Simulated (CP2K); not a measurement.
# revPBE-D3(BJ)/TZV2P-MOLOPT-PBE-GTH (core potential) run of SiH4O (silanol)

Aim: the energy change on altering one bond length of SiH4O (silanol) at revPBE-D3(BJ)/TZV2P-MOLOPT-PBE-GTH (core potential), from 2 runs. 

The results are computed with CP2K 2026.2.

1 further run of the same task is left out (set aside as unsound or not needed).

## (1) The system as given

The species is SiH4O (6 atoms), meant as a singlet with charge 0. SMILES: `O[SiH3]`. Geometry: relaxed at PBE0-D4/def2-TZVP.

Bond lengths: O1–Si2 1.648 Å, O1–H3 0.957 Å, Si2–H4 1.489 Å, Si2–H5 1.481 Å, Si2–H6 1.489 Å. Angles: O1–Si2–H4 111.7°, O1–Si2–H5 105.9°, O1–Si2–H6 111.7°, Si2–O1–H3 117.9°, H4–Si2–H5 109.9°, H4–Si2–H6 107.9°, H5–Si2–H6 109.9°.

## (2) The energy at revPBE-D3(BJ)/TZV2P-MOLOPT-PBE-GTH (core potential)

calc.inp

```
&GLOBAL
  PROJECT_NAME calc
  RUN_TYPE ENERGY
  PRINT_LEVEL MEDIUM
&END GLOBAL

&FORCE_EVAL
  METHOD QS
  &DFT
    BASIS_SET_FILE_NAME BASIS_MOLOPT_UZH
    POTENTIAL_FILE_NAME POTENTIAL_UZH
    &QS
      METHOD GPW
      EPS_DEFAULT 1.0E-10
    &END QS
    &MGRID
      CUTOFF 400
      REL_CUTOFF 50
      NGRIDS 4
    &END MGRID
    &POISSON
      PERIODIC NONE
      POISSON_SOLVER MULTIPOLE
    &END POISSON
    &SCF
      SCF_GUESS ATOMIC
      EPS_SCF 1.0E-06
      MAX_SCF 100
      ADDED_MOS 10
      &DIAGONALIZATION
        ALGORITHM STANDARD
      &END DIAGONALIZATION
      &MIXING
        METHOD BROYDEN_MIXING
        ALPHA 0.3
        NBUFFER 8
      &END MIXING
    &END SCF
    &XC
      &XC_FUNCTIONAL
        &PBE
          PARAMETRIZATION REVPBE
        &END PBE
      &END XC_FUNCTIONAL
      &VDW_POTENTIAL
        POTENTIAL_TYPE PAIR_POTENTIAL
        &PAIR_POTENTIAL
          TYPE DFTD3(BJ)
          PARAMETER_FILE_NAME dftd3.dat
          REFERENCE_FUNCTIONAL revPBE
          R_CUTOFF 15
        &END PAIR_POTENTIAL
      &END VDW_POTENTIAL
    &END XC
    &PRINT
      &MOMENTS
        PERIODIC F
        REFERENCE COM
        MAX_MOMENT 1
      &END MOMENTS
      &MO ON
        ENERGIES T
        OCCUPATION_NUMBERS T
        NDIGITS 6
        &EACH
          QS_SCF 0
        &END EACH
        ADD_LAST NUMERIC
      &END MO
      &HIRSHFELD OFF
      &END HIRSHFELD
    &END PRINT
  &END DFT
  &SUBSYS
    &CELL
      ABC 9.2 9.8 9.1
      PERIODIC NONE
    &END CELL
    &COORD
      SCALED T
      O    0.57289130   0.41664286   0.55967582
      Si   0.49980435   0.55713265   0.49308242
      H    0.51119565   0.35553061   0.61304945
      H    0.38104348   0.52643878   0.38695055
      H    0.61895652   0.63043878   0.41741209
      H    0.43821739   0.64446939   0.61162088
    &END COORD
    &KIND O
      BASIS_SET TZV2P-MOLOPT-PBE-GTH-q6
      POTENTIAL GTH-PBE-q6
    &END KIND
    &KIND Si
      BASIS_SET TZV2P-MOLOPT-PBE-GTH-q4
      POTENTIAL GTH-PBE-q4
    &END KIND
    &KIND H
      BASIS_SET TZV2P-MOLOPT-PBE-GTH-q1
      POTENTIAL GTH-PBE-q1
    &END KIND
  &END SUBSYS
&END FORCE_EVAL
```

Command:

```console
$ OMP_NUM_THREADS=1 cp2k.psmp calc.inp > calc.out
```

Log, shortened:

```text
CP2K| version string:                                       CP2K version 2026.2
[...]
 GLOBAL| Method name                                                        CP2K
[...]
 GLOBAL| Run type                                                         ENERGY
[...]
 DFT| Spin restricted Kohn-Sham (RKS) calculation                            RKS
 DFT| Multiplicity                                                             1
[...]
 DFT| Charge                                                                   0
[...]
 FUNCTIONAL| PBE:
[...]
 QS| Method:                                                                 GPW
[...]
 QS| Density cutoff [a.u.]:                                                200.0
[...]
 QS| Relative density cutoff [a.u.]:                                        25.0
[...]
                             - Atoms:                                          6
[...]
                             - Spherical basis functions:                    114
[...]
 Number of electrons:                                                         14
[...]
     1 NoMix/Diag. 0.30E+00    1.1     0.72056041       -22.0360147196 -2.20E+01
[...]
    21 Broy./Diag. 0.30E+00    1.3     0.00000057       -22.3894929204  2.19E-07
  *** SCF run converged in    21 steps ***
[...]
  Overlap energy of the core charge distribution:               0.00000006686629
  Self energy of the core charge distribution:                -57.42527731952416
  Core Hamiltonian energy:                                     16.17885317129902
  Hartree energy:                                              25.07179923253239
  Exchange-correlation energy:                                 -6.20803644721432
  Dispersion energy:                                           -0.00683162440124
  Total energy:                                               -22.38949292044203
[...]
                     Mulliken Population Analysis
 #  Atom  Element  Kind  Atomic population                           Net charge
       1     O        1          6.369182                             -0.369182
       2     Si       2          3.470808                              0.529192
       3     H        3          0.881974                              0.118026
       4     H        3          1.097808                             -0.097808
       5     H        3          1.082358                             -0.082358
       6     H        3          1.097869                             -0.097869
 # Total charge                             14.000000                  0.000000
[...]
  Dipole moment [Debye]
    X= -0.1052789E+01 Y= -0.4406637E+00 Z=  0.5229876E+00  Total=      1.2554143
 ENERGY| Total FORCE_EVAL ( QS ) energy [hartree]            -22.389492920442027
[...]
```

Wall time 28 s (1 thread of Arm Neoverse V1, shared host); peak memory 1.3 GiB.

## (3) The distorted shape

gas.inp

```
&GLOBAL
    PROJECT gas
    RUN_TYPE ENERGY
    PRINT_LEVEL MEDIUM
&END GLOBAL
&FORCE_EVAL
    METHOD Quickstep
    &DFT
        BASIS_SET_FILE_NAME BASIS_MOLOPT_UZH
        POTENTIAL_FILE_NAME POTENTIAL_UZH
        # Quickstep
        &QS
            METHOD GPW
            EPS_DEFAULT 1.0E-10
        &END QS
        # real-space grids
        &MGRID
            CUTOFF 400
            REL_CUTOFF 50
            NGRIDS 4
        &END MGRID
        # cluster boundary conditions
        &POISSON
            PERIODIC NONE
            POISSON_SOLVER MULTIPOLE
        &END POISSON
        &SCF
            SCF_GUESS ATOMIC
            EPS_SCF 1.0E-06
            MAX_SCF 80
            ADDED_MOS 3
            &DIAGONALIZATION
                ALGORITHM STANDARD
            &END DIAGONALIZATION
            &MIXING
                METHOD BROYDEN_MIXING
                ALPHA 0.3
                NBUFFER 8
            &END MIXING
        &END SCF
        # functional
        &XC
            &XC_FUNCTIONAL
                &PBE
                    PARAMETRIZATION REVPBE
                &END PBE
            &END XC_FUNCTIONAL
            &VDW_POTENTIAL
                POTENTIAL_TYPE PAIR_POTENTIAL
                &PAIR_POTENTIAL
                    TYPE DFTD3(BJ)
                    PARAMETER_FILE_NAME dftd3.dat
                    REFERENCE_FUNCTIONAL revPBE
                    R_CUTOFF 15
                &END PAIR_POTENTIAL
            &END VDW_POTENTIAL
        &END XC
        # extra output
        &PRINT
            &MOMENTS
                PERIODIC F
                REFERENCE COM
                MAX_MOMENT 1
            &END MOMENTS
            &MO ON
                ENERGIES T
                OCCUPATION_NUMBERS T
                NDIGITS 6
                &EACH
                    QS_SCF 0
                &END EACH
                ADD_LAST NUMERIC
            &END MO
            &HIRSHFELD OFF
            &END HIRSHFELD
        &END PRINT
    &END DFT
    # structure
    &SUBSYS
        # vacuum box
        &CELL
            ABC 9.2 10.6 9.6
            PERIODIC NONE
        &END CELL
        &COORD
            O      1.317795    -0.311646    -0.163819
            Si     0.645395     1.065154    -0.769819
            H      0.069100    -1.629200     0.904700
            H     -0.447205     0.764354    -1.735619
            H      1.741595     1.783554    -1.458419
            H      0.078795     1.921054     0.308881
        &END COORD
        &TOPOLOGY
            &CENTER_COORDINATES
            &END CENTER_COORDINATES
        &END TOPOLOGY
        &KIND O
            BASIS_SET TZV2P-MOLOPT-PBE-GTH-q6
            POTENTIAL GTH-PBE-q6
        &END KIND
        &KIND Si
            BASIS_SET TZV2P-MOLOPT-PBE-GTH-q4
            POTENTIAL GTH-PBE-q4
        &END KIND
        &KIND H
            BASIS_SET TZV2P-MOLOPT-PBE-GTH-q1
            POTENTIAL GTH-PBE-q1
        &END KIND
    &END SUBSYS
&END FORCE_EVAL
```

Command:

```console
$ OMP_NUM_THREADS=1 cp2k.psmp -i gas.inp > gas.out 2>&1
```

Log, shortened:

```text
CP2K| version string:                                       CP2K version 2026.2
[...]
 GLOBAL| Method name                                                        CP2K
[...]
 GLOBAL| Run type                                                         ENERGY
[...]
 DFT| Spin restricted Kohn-Sham (RKS) calculation                            RKS
 DFT| Multiplicity                                                             1
[...]
 DFT| Charge                                                                   0
[...]
 FUNCTIONAL| PBE:
[...]
 QS| Method:                                                                 GPW
[...]
 QS| Density cutoff [a.u.]:                                                200.0
[...]
 QS| Relative density cutoff [a.u.]:                                        25.0
[...]
                             - Atoms:                                          6
[...]
                             - Spherical basis functions:                    114
[...]
 Number of electrons:                                                         14
[...]
     1 NoMix/Diag. 0.30E+00    1.2     1.10653873       -21.8685060470 -2.19E+01
[...]
    23 Broy./Diag. 0.30E+00    1.4     0.00000086       -22.2090172433 -7.21E-07
  *** SCF run converged in    23 steps ***
[...]
  Overlap energy of the core charge distribution:               0.00000003189572
  Self energy of the core charge distribution:                -57.42527731952416
  Core Hamiltonian energy:                                     15.71538560737695
  Hartree energy:                                              25.49866098251947
  Exchange-correlation energy:                                 -5.99067626353354
  Dispersion energy:                                           -0.00711028207284
  Total energy:                                               -22.20901724333839
[...]
  Dipole moment [Debye]
    X= -0.1230995E+01 Y= -0.2289116E+00 Z=  0.4494853E+00  Total=      1.3303328
 ENERGY| Total FORCE_EVAL ( QS ) energy [hartree]            -22.209017243338394
[...]
```

Wall time 32 s (1 thread of Arm Neoverse V1, shared host); peak memory 1.4 GiB.

## (4) Results

Level: revPBE-D3(BJ)/TZV2P-MOLOPT-PBE-GTH (core potential).

| quantity | value |
| --- | --- |
| first shape: total energy | -22.38949 Eh |
| first shape: dipole moment | 1.26 D |
| first shape: HOMO energy | -7.21 eV |
| first shape: LUMO energy | -0.86 eV |
| first shape: HOMO–LUMO gap | 6.36 eV |
| first shape: dispersion energy | -17.94 kJ/mol |
| distorted shape: total energy | -22.20902 Eh |
| distorted shape: dipole moment | 1.33 D |
| distorted shape: HOMO energy | -6.79 eV |
| distorted shape: LUMO energy | -6.12 eV |
| distorted shape: HOMO–LUMO gap | 0.67 eV |
| distorted shape: dispersion energy | -18.67 kJ/mol |
| energy change with the O1–H3 bond stretched from 0.957 to 2.106 Å | 4.911 eV |

What this shows: One bond (distorted shape) is far stretched, which a spin-restricted single reference describes badly; a broken-symmetry solution may lie lower. With the O1–H3 bond stretched from 0.957 to 2.106 Å the energy rises by 4.91 eV (474 kJ/mol). The first shape isn't relaxed at this level, so the change isn't measured from a minimum. A restricted reference can't describe the breaking bond well at this length.
